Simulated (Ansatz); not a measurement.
`F/C=C1\CS1`, one more setting.

```yaml
crystal:
  periodic: [false, false, false]
  atoms:
    - {symbol: F, position_ang: [0.768573, -0.282601, 2.066260]}
    - {symbol: C, position_ang: [-0.126236, 0.583777, 1.017054]}
    - {symbol: C, position_ang: [0.056044, 0.220824, -0.133509]}
    - {symbol: C, position_ang: [-0.215216, -0.799181, -0.972697]}
    - {symbol: S, position_ang: [-0.555719, 0.983324, -1.408134]}
    - {symbol: H, position_ang: [0.385930, 1.704915, 1.762863]}
    - {symbol: H, position_ang: [0.594268, -1.243642, -1.753141]}
    - {symbol: H, position_ang: [-0.987221, -1.584757, -0.829327]}
basis:
  gaussian: {orbitals: pcseg-2}
total_charge: 1
magnetization: {spin_polarized: true, initial_magnetization: 1}
hamiltonian: {xc: {name: wB97M-V}}
```

```sh
$ ansatz run in.yaml --threads 2 --pin off --events-out ev --progress --plain --max-ram 4352MiB
```

It prints (some lines left out):

```
Functional definition: wB97M-V
1046 factors; their error is unknown
242 factors; integrals over basis functions are off by at most 8.2e-6 eV
mean field evaluation 1: about -16682.5342 eV, gradient 5.7e1 eV
mean field evaluation 2: about -16651.7141 eV, gradient 1.0e2 eV
mean field evaluation 4: about -16696.2537 eV, gradient 7.3e0 eV
mean field evaluation 8: about -16696.5776 eV, gradient 2.4e-1 eV
mean field evaluation 16: about -16696.5936 eV, gradient 2.2e-2 eV
mean field -16696.59360965 eV, -613.5884977969 hartree, gradient 6.4e-5 eV, S^2 0.774702; 0 other end points of the search recorded, 0 dependent functions left out
reference -16696.59365572 eV, -613.5884994902 hartree; 23, 22 occupied and 173, 174 virtual orbitals, 1046 factors
Total energy: -16696.59365572 eV, -613.5884994902 hartree
```

Hardware: 2 threads of an Arm Neoverse V1 on a shared host. Wall time 24 s, peak host memory 0.72 GiB.
